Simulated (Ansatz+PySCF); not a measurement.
Results of a calculation; reference values are marked as such.
Input for Ansatz (development build ahead of 0.2.0):

```yaml
crystal:
  periodic: [false, false, false]
  atoms:
    - { symbol: C, position_ang: [0.0, 0.0, -1.88413] }
    - { symbol: C, position_ang: [0.0, 0.0, 1.88413] }
basis:
  gaussian: { orbitals: "6-31G" }
hamiltonian:
  xc: hf
```

The input is written out in the form of the current development build from the run's settings.

Output:

```yaml
Converged: yes
Total_energy: -75.17877 hartree
Spin_squared_of_the_determinant: 0.000
Stability_test: minimum among restricted orbitals
```

Caution: an unrestricted determinant lies well below; the determinant breaks the point group.
